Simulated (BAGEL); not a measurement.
**Si2H4O (SMILES [SiH]O[SiH3]): HF/3-21G (density fitting with qzvpp-jkfit)**

What is the energy change on altering one bond length of Si2H4O at HF/3-21G (density fitting with qzvpp-jkfit)? 

The results are computed with BAGEL 1.2.2.

### 1 The structure to begin with

Si2H4O has 7 atoms, charge 0, and is taken as a singlet. As SMILES, `[SiH]O[SiH3]`. Geometry: relaxed at PBE0-D4/def2-TZVP. This is one conformer, not always the lowest.

Bond lengths: Si1–O2 1.645 Å, O2–Si3 1.652 Å, Si1–H4 1.549 Å, Si3–H5 1.486 Å, Si3–H6 1.483 Å, Si3–H7 1.483 Å. Angles: Si1–O2–Si3 142.3°, O2–Si1–H4 97.6°, O2–Si3–H5 109.8°, O2–Si3–H6 108.5°, O2–Si3–H7 108.5°, H5–Si3–H6 110.1°, H5–Si3–H7 110.1°, H6–Si3–H7 109.7°.

### 2 The energy at HF/3-21G (density fitting with qzvpp-jkfit)

File calc.json:

```json
{ "bagel": [

{
  "title": "molecule",
  "basis": "3-21g",
  "df_basis": "qzvpp-jkfit",
  "angstrom": "true",
  "geometry": [
    { "atom": "Si", "xyz": [   -1.691900,   -1.472900,   -0.230200 ] },
    { "atom": "O", "xyz": [   -0.369000,   -0.805400,    0.485100 ] },
    { "atom": "Si", "xyz": [    0.731600,    0.414800,    0.316400 ] },
    { "atom": "H", "xyz": [   -1.779300,   -0.509900,   -1.440500 ] },
    { "atom": "H", "xyz": [    0.446600,    1.182300,   -0.923400 ] },
    { "atom": "H", "xyz": [    0.635100,    1.303800,    1.499700 ] },
    { "atom": "H", "xyz": [    2.088200,   -0.180800,    0.247100 ] }
  ]
},
{ "title": "hf" },
{ "title": "print", "file": "orbitals.molden", "orbitals": "true" }

]}
```

The run is started by

```sh
BAGEL_NUM_THREADS=1 BAGEL calc.json > calc.out
```

Standard output:

```text
* using 1 threads per process

  ===============================================================
  ===============================================================

  *** Geometry ***

  { "atom" : "Si", "xyz" : [     -3.197228,     -2.783378,     -0.435015 ] },
  { "atom" : "O", "xyz" : [     -0.697309,     -1.521985,      0.916706 ] },
  { "atom" : "Si", "xyz" : [      1.382524,      0.783858,      0.597909 ] },
  { "atom" : "H", "xyz" : [     -3.362390,     -0.963571,     -2.722150 ] },
  { "atom" : "H", "xyz" : [      0.843952,      2.234223,     -1.744973 ] },
  { "atom" : "H", "xyz" : [      1.200165,      2.463825,      2.834022 ] },
  { "atom" : "H", "xyz" : [      3.946126,     -0.341662,      0.466951 ] },

  Number of auxiliary basis functions:      405

  Since a DF basis is specified, we compute 2- and 3-index integrals:
    o Being stored without compression. Storage requirement is 0.006 GB

  Number of basis functions:       43
  Number of electrons      :       40

    * METHOD: MOLECULE                             0.12

  *** RHF ***

  === Nuclear Repulsion ===
   140.8530916924

      * DIIS with orbital gradients will be used.

  === RHF iteration (3-21g) ===
      0       -651.48530172          0.02708673           0.02
      1       -651.54514144          0.02107740           0.02
      2       -651.59820017          0.00122134           0.02
      3       -651.59890537          0.00019268           0.02
      4       -651.59893266          0.00006749           0.02
      5       -651.59893613          0.00001161           0.02
      6       -651.59893621          0.00000301           0.02
      7       -651.59893622          0.00000063           0.02
      8       -651.59893622          0.00000014           0.02
      9       -651.59893622          0.00000005           0.02
     10       -651.59893622          0.00000002           0.02
     11       -651.59893622          0.00000000           0.02
    * SCF iteration converged.

    * Permanent dipole moment:
           (   -0.228697,    -0.401662,     0.206206) a.u.

    * METHOD: HF                                   0.37

    * METHOD: PRINT                                0.01

  ===============================================================
```

Run time: 0.66 s. Hardware: 1 thread of Arm Neoverse V1, shared host; peak memory 0.083 GiB.

### 3 The distorted shape at the same level

File hf.json:

```json
{ "bagel" : [

{
  "title" : "molecule",
  "basis" : "3-21g",
  "df_basis" : "qzvpp-jkfit",
  "angstrom" : true,
  "geometry" : [
    { "atom" : "Si", "xyz" : [      -1.895400,      -1.383556,      -0.219804 ] },
    { "atom" : "O", "xyz" : [      -0.572500,      -0.716056,       0.495496 ] },
    { "atom" : "Si", "xyz" : [       0.528100,       0.504144,       0.326796 ] },
    { "atom" : "H", "xyz" : [      -1.982800,      -0.420556,      -1.430104 ] },
    { "atom" : "H", "xyz" : [       0.243100,       1.271644,      -0.913004 ] },
    { "atom" : "H", "xyz" : [       0.431600,       1.393144,       1.510096 ] },
    { "atom" : "H", "xyz" : [       2.088200,      -0.180800,       0.247100 ] }
  ]
},

{ "title" : "hf" },

{ "title" : "print", "file" : "orbitals.molden", "orbitals" : true }

]}
```

The run is started by

```sh
BAGEL_NUM_THREADS=1 BAGEL hf.json > hf.out
```

Standard output:

```text
* using 1 threads per process

  ===============================================================
  ===============================================================

  *** Geometry ***

  { "atom" : "Si", "xyz" : [     -3.581787,     -2.614542,     -0.415369 ] },
  { "atom" : "O", "xyz" : [     -1.081868,     -1.353150,      0.936352 ] },
  { "atom" : "Si", "xyz" : [      0.997964,      0.952694,      0.617555 ] },
  { "atom" : "H", "xyz" : [     -3.746949,     -0.794736,     -2.702505 ] },
  { "atom" : "H", "xyz" : [      0.459392,      2.403059,     -1.725328 ] },
  { "atom" : "H", "xyz" : [      0.815606,      2.632661,      2.853668 ] },
  { "atom" : "H", "xyz" : [      3.946126,     -0.341662,      0.466951 ] },

  Number of auxiliary basis functions:      405

  Since a DF basis is specified, we compute 2- and 3-index integrals:
    o Being stored without compression. Storage requirement is 0.006 GB

  Number of basis functions:       43
  Number of electrons      :       40

    * METHOD: MOLECULE                             0.12

  *** RHF ***

  === Nuclear Repulsion ===
   139.9844182814

      * DIIS with orbital gradients will be used.

  === RHF iteration (3-21g) ===
      0       -651.47366191          0.02698074           0.02
      1       -651.53292427          0.02098516           0.02
      2       -651.58547371          0.00122545           0.02
      3       -651.58617627          0.00019533           0.02
      4       -651.58620325          0.00006988           0.02
      5       -651.58620686          0.00001254           0.02
      6       -651.58620695          0.00000326           0.02
      7       -651.58620696          0.00000063           0.02
      8       -651.58620696          0.00000014           0.02
      9       -651.58620696          0.00000005           0.02
     10       -651.58620696          0.00000003           0.02
     11       -651.58620696          0.00000001           0.02
    * SCF iteration converged.

    * Permanent dipole moment:
           (   -0.065638,    -0.449912,     0.204380) a.u.

    * METHOD: HF                                   0.36

    * METHOD: PRINT                                0.01

  ===============================================================
```

It took 0.64 s on 1 thread of Arm Neoverse V1, shared host; peak memory 0.083 GiB.

### 4 Summary of results

Level: HF/3-21G (density fitting with qzvpp-jkfit).

```
                                                          quantity          value
                                         first shape: total energy  -651.59894 Eh
                                        first shape: dipole moment         1.29 D
                                          first shape: HOMO energy       -8.88 eV
                                          first shape: LUMO energy        1.16 eV
                                        first shape: HOMO–LUMO gap       10.04 eV
                                     distorted shape: total energy  -651.58621 Eh
                                    distorted shape: dipole moment         1.27 D
                                      distorted shape: HOMO energy       -8.94 eV
                                      distorted shape: LUMO energy        1.09 eV
                                    distorted shape: HOMO–LUMO gap       10.03 eV
energy change with the Si3–H7 bond stretched from 1.483 to 1.706 Å       0.346 eV
```

With the Si3–H7 bond stretched from 1.483 to 1.706 Å the energy rises by 0.35 eV (8.0 kcal/mol). The first shape isn't relaxed at this level, so the change isn't measured from a minimum.
